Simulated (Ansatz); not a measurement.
# CH5B (triplet): the correlation ladder at distance B1–H4 along a hydrogen transfer = 1.770 Å, cc-pVDZ

Aim: climb from Hartree-Fock through coupled cluster and multireference methods for CH5B (triplet) at one geometry and basis, and see what each rung misses.

Program: Ansatz 0.2.0, Gaussian basis. Level of theory: cc-pVDZ, correlated electrons: outside noble gas. These are calculated values, not measurements.

Plan: UHF; CCSD(T) on ROHF; CCSD(T) on UHF; BCCD(T) on ROHF; CISD; CCSDT(Q) on ROHF; CCSDT(Q) on UHF; CASSCF and NEVPT2, 4 electrons in 4 orbitals.

### Step 1. The geometry

The geometry derives from fragments relaxed apart (PBE0/def2-TZVP) and kept rigid, so it is no stationary point. A hydrogen atom is moved between rigid fragments.

7 atoms, charge 0, spin multiplicity 3.

Atoms are counted from 1 here; the program's logs count them from 0.

Bond lengths: B1–H2 1.193 Å, B1–H3 1.193 Å, H4–C5 1.186 Å, C5–H6 1.079 Å, C5–H7 1.079 Å. Angles: H2–B1–H3 120.0°, H4–C5–H6 112.6°, H4–C5–H7 112.6°, H6–C5–H7 134.8°.

Geometry (Å):

```xyz
7
CH5B
B    -1.5390    0.0000    0.0000
H    -2.1358    1.0336    0.0000
H    -2.1358   -1.0336    0.0000
H     0.2310    0.0000    0.0000
C     1.4170    0.0000    0.0000
H     1.8315    0.0000    0.9962
H     1.8315    0.0000   -0.9962
```

In the tables R marks a restricted open-shell determinant and U an unrestricted one; 'pair' is the active space of 4 electrons in 4 orbitals; correlation energies count from the lowest restricted Hartree-Fock solution.

### Step 2. UHF

Input file in.yaml:

```yaml
crystal:
  periodic: [false, false, false]
  atoms:
    - {symbol: B, position_ang: [-1.539018, 0.000000, 0.000000]}
    - {symbol: H, position_ang: [-2.135751, 1.033571, 0.000000]}
    - {symbol: H, position_ang: [-2.135751, -1.033571, 0.000000]}
    - {symbol: H, position_ang: [0.230982, 0.000000, 0.000000]}
    - {symbol: C, position_ang: [1.416982, 0.000000, 0.000000]}
    - {symbol: H, position_ang: [1.831450, 0.000000, 0.996161]}
    - {symbol: H, position_ang: [1.831450, 0.000000, -0.996161]}
basis:
  gaussian: {orbitals: cc-pVDZ}
magnetization: {spin_polarized: true, initial_magnetization: 2}
hamiltonian: {xc: hf}
output: {orbitals: {seedname: orbitals}}
```

Run with:

```console
> ansatz run in.yaml --threads 1 --pin off --events-out ev --progress --plain --max-ram 2393MiB
```

The runs that follow: CCSD(T) on ROHF; CCSD(T) on UHF; BCCD(T) on ROHF; CISD; CCSDT(Q) on ROHF; CCSDT(Q) on UHF; CASSCF and NEVPT2, 4 electrons in 4 orbitals.

**Question.** What will the summary of the whole plan be? Wanted: correlation energy, UCCSDT(Q); RMP2 from UCCSDT(Q); UMP2 from UCCSDT(Q); RCCSD from UCCSDT(Q); RCCSD(T) from UCCSDT(Q); UCCSD(T) from UCCSDT(Q); RCCSDT(Q) from UCCSDT(Q); NEVPT2 pair from UCCSDT(Q); T1 diagnostic.

As calculated:

| quantity | value |
| --- | --- |
| correlation energy, UCCSDT(Q) | -7.0553 eV |
| RMP2 from UCCSDT(Q) | +30.78 kcal/mol |
| UMP2 from UCCSDT(Q) | +30.94 kcal/mol |
| RCCSD from UCCSDT(Q) | +3.74 kcal/mol |
| RCCSD(T) from UCCSDT(Q) | +0.70 kcal/mol |
| UCCSD(T) from UCCSDT(Q) | +0.71 kcal/mol |
| RCCSDT(Q) from UCCSDT(Q) | +0.02 kcal/mol |
| NEVPT2 pair from UCCSDT(Q) | +30.49 kcal/mol |
| levels of the table within 1 kcal/mol (43 meV) | RCCSD(T), UCCSD(T), BCCD(T), RCCSDT, UCCSDT, RCCSDT(Q) |
| T1 diagnostic | 0.020 |

RCCSD(T) lands +0.70 kcal/mol from the yardstick (0.4 % of the correlation energy). These misses are within one basis, not against nature; the frozen cores of restricted and unrestricted runs differ, which can shift their rows.
